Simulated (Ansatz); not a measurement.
The input, for Ansatz 0.2.0:

```yaml
crystal:
  periodic: [false, false, false]
  atoms:
    - {symbol: N, position_ang: [0.000000, 0.000000, 0.973262]}
    - {symbol: C, position_ang: [0.000000, 0.000000, -0.022270]}
    - {symbol: H, position_ang: [0.000000, 0.000000, -0.950992]}
basis:
  gaussian: {orbitals: 6-31G}
magnetization: {spin_polarized: false}
correlation: {method: ccsdt_q, electrons: outside_noble_gas}
```

```sh
$ ansatz run in.yaml --threads 1 --pin off --events-out ev --progress --plain --max-ram 2393MiB
```

Log:

```
445 factors; integrals over basis functions are off by at most 3.6e-8 eV
mean field evaluation 1: about -2521.7580 eV, gradient 2.6e1 eV
mean field evaluation 2: about -2521.7770 eV, gradient 2.6e1 eV
mean field evaluation 4: about -2523.3849 eV, gradient 1.7e0 eV
mean field evaluation 8: about -2523.3967 eV, gradient 1.3e-2 eV
mean field evaluation 16: about -2523.3767 eV, gradient 4.2e-1 eV
mean field -2523.39669245 eV, -92.7331180279 hartree, gradient 2.3e-6 eV, S^2 0.000000; 0 other end points of the search recorded, 0 dependent functions left out
2 core orbitals not correlated: weight in the atoms' cores, before any rotation towards them, 1.000 or more for the frozen orbitals, at most 0.000 for the correlated occupied ones
reference -2523.39669245 eV, -92.7331180279 hartree; 5, 5 occupied and 13, 13 virtual orbitals, 445 factors
second order -4.79755119 eV of doubles, -0.00000000 eV of singles
cycle   1  -4.80235868 eV  change   -4.8e-3 eV  update   5.8e-2
cycle   2  -5.03642741 eV  change   -2.3e-1 eV  update   2.1e-2
cycle   3  -5.12199290 eV  change   -8.6e-2 eV  update   9.6e-3
cycle   4  -5.11904888 eV  change    2.9e-3 eV  update   2.4e-3
cycle   5  -5.11965410 eV  change   -6.1e-4 eV  update   1.0e-3
cycle   6  -5.12000140 eV  change   -3.5e-4 eV  update   2.5e-4
cycle   7  -5.12001210 eV  change   -1.1e-5 eV  update   9.2e-5
cycle   8  -5.12001476 eV  change   -2.7e-6 eV  update   2.4e-5
cycle   9  -5.12001901 eV  change   -4.3e-6 eV  update   6.9e-6
cycle  10  -5.12001521 eV  change    3.8e-6 eV  update   1.7e-6
cycle  11  -5.12001488 eV  change    3.3e-7 eV  update   5.1e-7
perturbative correction -0.02129638 eV, -0.0007826274 hartree
Total energy: -2528.53800371 eV, -92.9220577316 hartree
```

For the same geometry and basis full CI lies 0.2 meV lower.

Ran on 1 thread of Arm Neoverse V1, shared host: 0.66 s wall, 0.08 GiB peak host memory.
